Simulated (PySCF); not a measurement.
dimethyl ether cation (C₂H₆O), SMILES COC (connectivity only; charge and spin as stated), charge +1, multiplicity 2. Atoms are numbered in the order given.

```xyz
9

C      1.2253     0.0000     0.1885
O      0.0000     0.0000    -0.5034
C     -1.2253     0.0000     0.1885
H      1.0971     0.0000     1.2688
H      1.7747     0.8762    -0.1932
H      1.7747    -0.8762    -0.1932
H     -1.0971     0.0000     1.2688
H     -1.7747    -0.8762    -0.1932
H     -1.7747     0.8762    -0.1932
```
Charge +1, spin multiplicity 2.

Geometry optimised at ωB97X-D3(BJ)/def2-TZVP. The multiplicity is an assumed one; other spin states were not compared.

Level of theory: PBE0/pcH-1 (PySCF).

Unrestricted Kohn–Sham, ⟨S²⟩ = 0.754. Hyperfine tensors hold the contact and dipolar terms, without spin-orbit corrections.

Computed hyperfine couplings:
```tsv
nucleus	A(iso) (MHz)	A(iso) (G)	dipolar principal values (MHz)
13C no. 1	-31.5	-11.2	-11.0, -4.2, 15.2
17O no. 2	-70.6	-25.2	-233.7, 115.2, 118.5
13C no. 3	-31.5	-11.2	-11.0, -4.2, 15.2
1H no. 4	-4.3	-1.5	-5.0, -4.7, 9.7
1H no. 5	191.3	68.3	-10.2, -4.5, 14.8
1H no. 6	191.3	68.3	-10.2, -4.5, 14.8
1H no. 7	-4.3	-1.5	-5.0, -4.7, 9.7
1H no. 8	191.3	68.3	-10.2, -4.5, 14.8
1H no. 9	191.3	68.3	-10.2, -4.5, 14.8
```

Q: And the g tensor (effective nuclear charges for spin-orbit coupling, GIAO)? (An estimate is asked for; the answer gives what the named calculation found.)

A: principal values 2.0021, 2.0077, 2.0143; isotropic 2.0080.
